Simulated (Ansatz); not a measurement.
in.yaml

```yaml
crystal:
  periodic: [false, false, false]
  atoms:
    - {symbol: In, position_ang: [0.000000, -0.018790, 0.000553]}
    - {symbol: H, position_ang: [0.000000, 2.333049, -0.068435]}
    - {symbol: H, position_ang: [0.000000, -0.144290, -1.663229]}
    - {symbol: H, position_ang: [0.000000, -0.048336, 1.668675]}
basis:
  gaussian: {orbitals: def2-mTZVP}
total_charge: 1
magnetization: {spin_polarized: true, initial_magnetization: 1}
correlation: {method: bccd_t, electrons: valence}
```

```sh
$ ansatz run in.yaml --threads 1 --pin off --events-out ev --progress --plain --max-ram 2393MiB
```

(1) Roughly how long does this take on 1 thread of Arm Neoverse V2, shared host, and how much host memory?

```
546 factors; integrals over basis functions are off by at most 2.0e-4 eV
mean field evaluation 1: about -5185.2925 eV, gradient 7.0e0 eV
mean field evaluation 2: about -5185.3212 eV, gradient 7.0e0 eV
mean field evaluation 4: about -5186.2094 eV, gradient 5.2e-1 eV
mean field evaluation 8: about -5186.2183 eV, gradient 8.0e-2 eV
mean field evaluation 16: about -5186.0186 eV, gradient 2.8e0 eV
mean field -5186.21844437 eV, -190.5900124856 hartree, gradient 2.6e-6 eV, S^2 0.751662; 0 other end points of the search recorded, 0 dependent functions left out
4 core orbitals not correlated: weight in the atoms' cores, before any rotation towards them, 1.000 or more for the frozen orbitals, at most 0.000 for the correlated occupied ones
reference -5186.21844437 eV, -190.5900124856 hartree; 8, 7 occupied and 33, 34 virtual orbitals, 546 factors
second order -2.65329172 eV of doubles, -0.00000000 eV of singles
cycle   1  -2.89859187 eV  change   -2.5e-1 eV  update   6.0e-2
cycle   2  -3.07259606 eV  change   -1.7e-1 eV  update   2.5e-2
cycle   3  -3.10075510 eV  change   -2.8e-2 eV  update   1.0e-2
cycle   4  -3.10139907 eV  change   -6.4e-4 eV  update   4.3e-3
cycle   5  -3.10215211 eV  change   -7.5e-4 eV  update   1.4e-3
cycle   6  -3.10219965 eV  change   -4.8e-5 eV  update   5.6e-4
cycle   7  -3.10222116 eV  change   -2.2e-5 eV  update   2.5e-4
cycle   8  -3.10228220 eV  change   -6.1e-5 eV  update   6.3e-5
cycle   9  -3.10226786 eV  change    1.4e-5 eV  update   1.5e-5
perturbative correction -0.09146995 eV, -0.0033614587 hartree
Total energy: -5189.41218219 eV, -190.7073801854 hartree
```

Answers

(1) 1.6 s wall and 0.16 GiB.
